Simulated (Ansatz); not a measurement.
# Counterpoise correction, worked out

The pair of H₂O (SMILES O, atoms 1–3) and SiH₄O (SMILES [SiH3]O, atoms 4–9), both closed shells, in one local arrangement (a lower one may exist), relaxed at PBE0-D4/def2-TZVP:

O1  (-0.206, 0.064, -2.204)
H2  (0.421, -0.580, -2.542)
H3  (-1.079, -0.286, -2.397)
Si4  (0.150, -0.016, 1.542)
O5  (0.253, 1.109, 0.360)
H6  (1.138, -1.120, 1.360)
H7  (0.421, 0.671, 2.827)
H8  (-1.201, -0.649, 1.604)
H9  (0.103, 0.809, -0.550)
(Å)

Ansatz 0.2.0; basis: def2-TZVPPD; cores frozen in the correlated methods.

CCSD(T) total energies in eV:

| system | geometry | basis functions | energy |
| --- | --- | --- | --- |
| pair | pair | all | -12054.00230 |
| H₂O | as in the pair | all (partner as ghosts) | -2077.34943 |
| SiH₄O | as in the pair | all (partner as ghosts) | -9976.40104 |
| H₂O | as in the pair | its own | -2077.33348 |
| SiH₄O | as in the pair | its own | -9976.39206 |
| H₂O | free (PBE0-D4 minimum) | its own | -2077.33568 |
| SiH₄O | free (PBE0-D4 minimum) | its own | -9976.40586 |

(1) Work out the interaction energy with and without the counterpoise correction, the superposition error, and the binding energy from the relaxed fragments.

T1 diagnostic: at most 0.012.

Answers

(1) Without correction: -12054.00230 − (-2077.33348) − (-9976.39206) = -0.27676 eV.
With correction (each fragment in the whole basis): -12054.00230 − (-2077.34943) − (-9976.40104) = -0.25183 eV = -5.81 kcal/mol.
The superposition error is the difference, 0.02493 eV, 9 % of the uncorrected value: each fragment borrows its partner's functions.
Deformation from the free shapes: 0.00220 eV for H₂O and 0.01380 eV for SiH₄O.
Binding energy from relaxed fragments: -0.25183 + 0.00220 + 0.01380 = -0.23583 eV = -5.44 kcal/mol (electronic, without zero-point energy; negative means bound). For comparison, the corrected interaction energy by CCSD(T) at an estimated basis limit (MP2 extrapolated from triple and quadruple zeta, plus CCSD(T) − MP2 in triple zeta) is -0.271 eV; triple zeta with the correction binds less.

For scale, one of the runs: CCSD(T)/def2-TZVPPD, 230 basis functions, launched by `ansatz run in.yaml --threads 4 --pin off --events-out ev --progress --plain --max-ram 9574MiB`. Time: 64 s of wall clock on 4 CPU threads of an Arm Neoverse V1; the host was shared. Peak host memory: 3.9 GiB.
